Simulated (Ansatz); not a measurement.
System: SiF3, charge 0, doublet. SiF3 (SMILES F[Si](F)F, doublet).
B3LYP-D3(BJ)/def2-TZVP minimum from Ansatz (a first-principles code):
```
Si
F 1 1.5883
F 1 1.5883 2 107.92
F 1 1.5883 2 107.92 3 -116.39
```
Charge 0, spin multiplicity 2.

Total energies in cc-pV(D+d)Z, 25 correlated electrons, 8 frozen orbitals. UHF or UKS for unpaired electrons; spin-orbit terms are left out. Correlated methods leave the cores frozen. No relativity.

```tsv
method	program	energy (Eh)	minus CCSDT(Q) (mEh)
HF	Ansatz	-587.40106	652.07
MP2	Ansatz	-588.03521	17.91
CCSD	Ansatz	-588.04070	12.43
CCSD(T)	Ansatz	-588.05106	2.07
CCSDT(Q)	Ansatz	-588.05313	0.00
```

Rough core times of Ansatz's runs on a shared machine: CCSD(T) under 20 s, CCSDT(Q) 7 min.
